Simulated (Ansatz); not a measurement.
`FCC=C(F)F`, charge 0, multiplicity 1.

Question: Give a relaxed structure at PBE0-D4/def2-TZVP (Ansatz). (Estimate.)

Answer: Computed: 
Cartesian coordinates in Å:
```
F -0.2722 1.3859 1.2157
C 0.6450 0.4144 0.8985
C 0.2282 -0.4163 -0.2638
C -0.8816 -0.3156 -0.9677
F -1.8546 0.5401 -0.7915
F -1.1624 -1.1028 -1.9865
H 1.5997 0.9094 0.6842
H 0.7852 -0.2182 1.7832
H 0.9127 -1.1969 -0.5721
```
Point group Cs.
This is one stationary point; other conformers may exist.
